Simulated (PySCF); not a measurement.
Species: C2H4N (doublet state).
SMILES with atom numbers: `[CH2:1][N:2]=[CH2:3]` (hydrogens: H4, H5 on C1; H6, H7 on C3)

Cartesian coordinates in Å at the GFN2-xTB level; atoms count from 1:
```xyz
7
C2H4N angstrom
C     -1.1766   -0.0551    0.0115
N      0.0114   -0.5371    0.1358
C      1.1791   -0.0112   -0.0022
H     -1.4058    0.8330   -0.5695
H     -1.9930   -0.6069    0.4446
H      1.3684    1.0552    0.0710
H      2.0198   -0.6730   -0.1182
```

The calculation used PySCF 2.14.0, UKS B3LYP, pcH-1 on C H N, non-relativistic, mean-field spin-orbit, GIAO. Isolated species at its GFN2-xTB geometry, gas phase. A GFN2-xTB geometry isn't a minimum of the functional, and hyperfine couplings can be far from their values at a DFT geometry. The frame is twisted about the C1–N2 bond at this geometry (dihedral H4–C1–N2–C3 = 22°); couplings at other torsion angles weren't computed.

Task: What is the g tensor, term by term?

Result: 
```tsv
Δg (ppm)	1	2	3
relativistic mass correction	-145	-145	-145
gauge correction	47	34	-15
orbital Zeeman/spin–orbit	-276	82	508
total	-375	-30	348
```

So g = 2.00194, 2.00229, 2.00267 and g_iso = 2.00230; the tensor is rhombic: the two nearest values differ by 48 % of g3 − g1. 

Task: What effective moment and Curie constant follow for a powder?

Result: With the mean of g² = 4.0092 and S(S+1) = 0.75: μ_eff = √(⟨g²⟩S(S+1)) = 1.734 μB and χT = 0.12505·⟨g²⟩·S(S+1) = 0.376 cm³ K/mol (cgs; spin-Hamiltonian part alone).

Task: How much does each term add to the isotropic shift?

Result: The mass correction -145, the orbital-Zeeman/spin–orbit term 105 and the gauge correction 22 ppm, for a total of -19 ppm. The mass correction is the largest in size. The mass correction is the same along every axis, so the anisotropy comes from the other two: their spans along these axes are 61 (gauge) and 784 ppm (orbital Zeeman/spin–orbit).

Task: In a frozen sample, at which fields do the three g values resonate at 9.5, 34, 94 and 263 GHz (hyperfine left aside), and which band first spreads them over more than twice a line width of 1.0 mT?

Result: 
```
band    GHz  B(g3) mT  B(g2) mT  B(g1) mT  spread mT
   X    9.5    338.92    338.99    339.05       0.12
   Q   34.0   1212.99   1213.22   1213.43       0.44
   W   94.0   3353.57   3354.20   3354.78       1.21
   J  263.0   9382.86   9384.63   9386.25       3.39
```

The spread grows in proportion to the frequency. J band is the first where it exceeds 2.0 mT.

Largest spin populations (Mulliken): C1 (+0.56) and C3 (+0.56). The angles at C1 add up to 359.8°, so it is planar.

The HOMO–LUMO gaps are 5.18 eV among the α and 4.77 eV among the β orbitals.
